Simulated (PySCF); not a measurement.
# Match the barriers

Saddle point of CH6SSi, closed shell (CH₆SSi ([CH3][SiH2][SH]) → CH₄SSi ([CH3][SiH][S]) + H₂; bonds formed: H2–H4; bonds broken: Si1–H2, S3–H4), PBE0-D4/def2-TZVP structure:

```xyz
9
angstrom
Si -0.5845 -0.3367 -0.1854
H -0.0656 -1.3083 1.1200
S -0.3514 -1.8019 -1.5560
H -0.0490 -1.8327 0.2999
H -1.9164 -0.0228 0.3947
C 0.5714 1.0997 -0.0241
H 0.3271 1.8131 -0.8189
H 0.4632 1.6062 0.9372
H 1.6053 0.7833 -0.1673
```

Program: PySCF 2.14 with density fitting (its default auxiliary sets; JK sets also for MP2 and CCSD(T)). Basis: def2-TZVPP, with def2-QZVPP for the basis limit. Cores are frozen in the correlated methods. B3LYP uses VWN-RPA correlation. Extrapolation: Hartree–Fock as exp(−7.88 √X), correlation as X^−2.97. Four methods, as single points on the PBE0-D4 structures, gave these electronic barriers from the start structure: 1.778, 2.178, 2.388, 2.764 eV.

Question: The methods were, in alphabetical order, B3LYP-D4, BHLYP-D4, HF, SPW92. Which gave which? (A judgement: the text doesn't fix the answer.)

Answer: By the calculation: SPW92 1.778; B3LYP-D4 2.178; BHLYP-D4 2.388; HF 2.764 eV. For comparison, CCSD(T) at an estimated basis limit (MP2 extrapolated from triple and quadruple zeta, plus CCSD(T) − MP2 in triple zeta) gives 2.195 eV.

The T1 diagnostic stays at or below 0.017.

Labels in which every atom is bracketed show which atoms are joined, not bond orders.

For scale, one of the runs: CCSD(T)/def2-TZVPP, 199 basis functions, launched by `OMP_NUM_THREADS=4 python run.py`. Time: 4.7 min of wall clock on 4 CPU threads of an Arm Neoverse V2; the host was shared. Peak host memory: 2.1 GiB.
